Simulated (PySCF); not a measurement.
## Fractional electron number in Ar (argon, neutral)

The 3p beta orbital of [Ar] is emptied in steps (occupation f), with all orbitals relaxed, ending at [Ne] 3s2 3p5. Computed with PySCF 2.14 in aug-pcseg-2 (6s5p3d2f, 50 functions), with the non-relativistic Hamiltonian (point nucleus). The exact energy is a straight line in f; departures are measured from the line between the end points of the same method.

```csv
f,UHF (eV),LDA (eV),PBE (eV),PBE0 (eV),r2SCAN (eV),LC-wPBE (eV),BHandHLYP (eV),wB97X (eV),B3LYP (eV),BLYP (eV)
1,0.000,0.000,0.000,0.000,0.000,0.000,0.000,0.000,0.000,0.000
0.75,0.275,-1.054,-1.021,-0.703,-0.939,-0.155,-0.394,-0.224,-0.777,-1.026
0.5,0.352,-1.415,-1.363,-0.937,-1.235,-0.205,-0.531,-0.299,-1.040,-1.375
0.25,0.255,-1.066,-1.021,-0.700,-0.911,-0.150,-0.403,-0.225,-0.782,-1.034
0,0.000,0.000,0.000,0.000,0.000,0.000,0.000,0.000,0.000,0.000
```

Task: For B3LYP, how does the orbital energy at f = 1 compare with the removal energy?

Result: −ε = 11.691 eV against a total-energy difference of 15.811 eV. By Janak's theorem ε = ∂E/∂f, so the gap between them reflects the curvature. Along the path −ε is 13.725 (f = 0.75), 15.796 (f = 0.5), 17.890 (f = 0.25) eV.

| method | E(f=0) − E(f=1) (eV) | −ε at f=1 (eV) | −ε at f=0.5 (eV) |
| --- | --- | --- | --- |
| UHF | 14.576 | 16.101 | 14.524 |
| LDA | 16.008 | 10.427 | 15.977 |
| PBE | 15.728 | 10.306 | 15.726 |
| PBE0 | 15.738 | 12.000 | 15.743 |
| r2SCAN | 15.796 | 10.750 | 15.876 |
| LC-wPBE | 15.819 | 14.991 | 15.833 |
| BHandHLYP | 15.639 | 13.566 | 15.615 |
| wB97X | 15.756 | 14.571 | 15.758 |
| B3LYP | 15.811 | 11.691 | 15.796 |
| BLYP | 15.618 | 10.176 | 15.597 |

Reference removal energy between the ground levels: 15.760 eV (measured; NIST Atomic Spectra Database, ionization energies). The calculation has no spin-orbit coupling. UHF lacks correlation.
